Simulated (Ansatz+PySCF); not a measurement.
Values are calculated unless marked as measured or tabulated.
Input for Ansatz (development build ahead of 0.2.0):

```yaml
crystal:
  periodic: [false, false, false]
  atoms:
    - { symbol: Al, position_ang: [0.0, 0.0, -0.10959] }
    - { symbol: H, position_ang: [0.0, 0.0, 1.42466] }
basis:
  gaussian: { orbitals: def2-SVP }
magnetization:
  spin_polarized: true
hamiltonian:
  xc: hf
correlation:
  method: mp2
  frozen_orbitals: { Al: 5, H: 0 }
```

The input is written out in the form of the current development build from the run's settings.

The run gave:

- Converged: yes
- Reference energy: -242.37035 hartree
- Correlation energy: -0.04696 hartree
- Total energy: -242.41730 hartree
- Spin squared of the determinant: 0.147
- Stability test: minimum

Caution: the unrestricted determinant is spin contaminated; the determinant breaks the point group; another reference gives a lower total.
